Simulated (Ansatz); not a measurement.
GeAs⁺, singlet in cc-pVDZ: errors against full CI

Geometry: that of the GeAs⁺, triplet, kept fixed. The triplet lies 0.7 eV lower here.

| atom | x (Å) | y (Å) | z (Å) |
| --- | --- | --- | --- |
| Ge | 0.0000 | 0.0000 | 0.0000 |
| As | 0.0000 | 0.0000 | 2.4053 |

Basis cc-pVDZ; Ansatz 0.2.0. Correlated methods freeze the noble-gas cores and the filled d shells of p-block atoms, which leaves 8 electrons in 26 orbitals. Prefix R: restricted or restricted open-shell reference; prefix U: unrestricted. Active spaces: valence = (8e, 8o) chosen from the atoms' valence shells. No spin–orbit coupling is included, and no scalar relativity.

Full CI is exact within this basis and frozen core; it isn't the basis-set limit. The frozen core follows each run's orbitals, which can shift R against U totals by a few meV for light atoms and by up to 0.1 eV past Ca.

The determinant fills πx and πy unequally, so it is a mixture of Σ and Δ, which weighs on every level built on one determinant.

The UHF ⟨S²⟩ is 1.015. The T1 diagnostic (RCCSD) is 0.0325 and the largest doubles amplitude (RCCSD) is 0.146.

| level | E − E(full CI) (meV) | share of correlation (%) | wall time |
| --- | --- | --- | --- |
| RHF | 4956 | 0.00 | – |
| RMP2 | 1368 | 72.39 | – |
| CISD | 792 | 84.01 | 3.7 s |
| RCCSD | 418 | 91.57 | – |
| RCCSD(T) | 199 | 95.98 | 16 s |
| BCCD(T) | 204 | 95.89 | 16 s |
| RCCSDT* | 82 | 98.35 | – |
| CISDTQ | 101 | 97.97 | 11 s (H100) |
| RCCSDT(Q)* | 4 | 99.91 | 21 s |
| RCCSDTQ* | 4 | 99.91 | 18 s (H100) |

An asterisk marks runs whose energy the program itself flagged as in doubt.

The correlation energy at full CI, counted from RHF, is -4.956 eV. That run took 23 s on 2 threads of AMD EPYC 7R13 with a shared H100 80 GB, shared host over 55,883,796 determinants.

Run but not shown, since their state, orbitals or frozen core can't be matched to the reference's or they repeat it: UHF, UMP2, UCCSD, UCCSD(T), UCCSDT, UCCSDT(Q), UCCSDTQ, CASSCF (valence space), NEVPT2 (valence space), MRCISD (valence space), MRCISD+Q (valence space).

Times hold each run's SCF and search for its determinant on a shared host, so for small cases they say little of a method's own cost; rows without a card ran on 1 thread of AMD EPYC 7R13.

Unrestricted levels hold only the spin's projection, and here they fall towards a lower state of higher spin.

The full-CI state has the irrep A1 of C2v, in the program's axes (one component, if the state is degenerate).

Natural occupations of full CI about the gap: 1.957 1.927 1.895 0.979 0.939 0.073 0.072 0.057 0.015 0.015; effectively unpaired electrons, Σ n²(2−n)², 2.11. No single determinant describes this state well, so single-reference rows can miss without a flag.
